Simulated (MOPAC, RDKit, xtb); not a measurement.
Complex: CH4O (SMILES CO) (first 6 atoms) with CH4O (SMILES CO); geometry from S66by8 set.
(charge 0, multiplicity 1):
```xyz
12

O     -1.36057     0.31745    -0.10667
H     -0.41634     0.29365    -0.31081
C     -1.87650    -0.97056    -0.37201
H     -2.93438    -0.95553    -0.12332
H     -1.78105    -1.25194    -1.42346
H     -1.39927    -1.74554     0.23324
O      1.32359     0.22501    -0.39181
H      1.79238     0.83940    -0.96148
C      1.83243     0.38203     0.92990
H      1.27886    -0.30616     1.56003
H      2.89142     0.13159     0.98663
H      1.67999     1.39273     1.30780
```

Interaction energies are E(AB) − E(A) − E(B) at the monomers' geometry in the complex; basis-set methods are counterpoise corrected.

The state that PM3 reach isn't checked.

Programs: MOPAC for PM3 (differences of heats of formation); RDKit for the force fields; xtb for the GFN methods. Values without a source in brackets are computed.

**Question.** One of these levels gives -4.18 kcal/mol for the interaction energy. Which one is it?
A) GFN2-xTB
B) MMFF94
C) PM3
D) GFN-FF

**Answer.** A, GFN2-xTB. The others give -5.51 (MMFF94), -4.69 (GFN-FF), -2.27 (PM3)
